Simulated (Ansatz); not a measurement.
**Scan of [H···H···F], doublet**

Starting geometry:

| atom | x (Å) | y (Å) | z (Å) |
| --- | --- | --- | --- |
| H | 0.0000 | 0.0000 | -0.8820 |
| H | 0.0000 | 0.0000 | -0.1370 |
| F | 0.0000 | 0.0000 | 1.0190 |

From there H2 is moved from one fragment to the other while all else, the fragments' distance too, stays fixed; atoms are numbered as listed. Energies are in kcal/mol, counted from the starting geometry at the same level. Kohn–Sham curves are unrestricted where that lies lower.

Basis cc-pVDZ; Ansatz 0.2.0. Only valence electrons are correlated (noble-gas cores frozen).

In so small a basis the reference is far from its limit while semilocal and hybrid functionals are nearer theirs (RPA and double hybrids share much of the reference's basis error), so the functionals' errors here hold much of the reference's basis and frozen-core error, which can add to them or hide them.

Full CI is exact within this basis and frozen core; it isn't the basis-set limit.

```tsv
distance H1-H2 (Å)	full CI	PBE	r2SCAN	PBE0	B3LYP	wB97X-V	wB97M-V	B2PLYP	RPA-PBE
0.693	5.2	6.1	5.7	5.6	5.3	5.2	5.3	5.4	4.8
0.745	0.0	0.0	0.0	0.0	0.0	0.0	0.0	0.0	0.0
0.782	-3.2	-3.3	-3.2	-3.1	-2.8	-2.8	-2.9	-3.1	-2.5
0.818	-6.1	-5.8	-5.8	-5.6	-5.1	-5.2	-5.4	-5.8	-4.6
0.855	-8.9	-7.8	-8.0	-7.9	-7.0	-7.3	-7.6	-8.3	-6.4
0.891	-11.4	-9.2	-9.7	-9.7	-8.5	-9.0	-9.4	-10.3	-7.8
0.928	-13.4	-10.0	-10.7	-11.0	-9.4	-10.1	-10.7	-11.8	-8.8
0.964	-14.6	-9.7	-10.8	-11.4	-9.4	-10.5	-11.1	-12.5	-9.0
1.001	-14.4	-8.1	-9.6	-10.6	-8.2	-9.6	-10.3	-11.8	-8.1
```
